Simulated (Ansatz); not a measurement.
Reaction (SMILES): P#P (P2) + 3 [H][H] (H2) → 2 P (PH3)
B3LYP-D3(BJ)/def2-TZVP geometries, fixed; electronic energies without zero-point terms.

Basis-set convergence of the energy of full hydrogenation at B2PLYP with Ansatz (a first-principles code). All functions are spherical. Cores are frozen. No added dispersion term, no relativity. Functions are those of the species that has most. Reference: the value in pcseg-4, -39.64 kcal/mol, itself unsure by roughly 0.09 kcal/mol (its mean distance from aug-pcseg-3, aug-cc-pV(Q+d)Z, cc-pV(5+d)Z). Deviations are taken from unrounded values.

```
basis        functions  energy of full hydrogenation (kcal/mol)  minus reference (kcal/mol)
-----------  ---------  ---------------------------------------  --------------------------
cc-pV(D+d)Z         46                                   -43.31                       -3.67
def2-SVPD           48                                   -46.19                       -6.55
aug-pcseg-1         54                                   -40.24                       -0.60
cc-pV(T+d)Z         81                                   -39.75                       -0.11
def2-TZVPD          86                                   -38.52                        1.12
def2-TZVPPD         99                                   -39.91                       -0.27
aug-pcseg-2        119                                   -40.35                       -0.71
cc-pV(Q+d)Z        154                                   -39.77                       -0.13
def2-QZVPPD        175                                   -39.57                        0.07
aug-pcseg-3        236                                   -39.67                       -0.03
cc-pV(5+d)Z        265                                   -39.57                        0.07
```

The smallest set listed that lies within 2 kcal/mol of the reference with all its larger relatives (same family, alike in diffuse functions; a set with none counts only in the reference's own line) is aug-pcseg-1 (54 functions, -0.60 kcal/mol off).
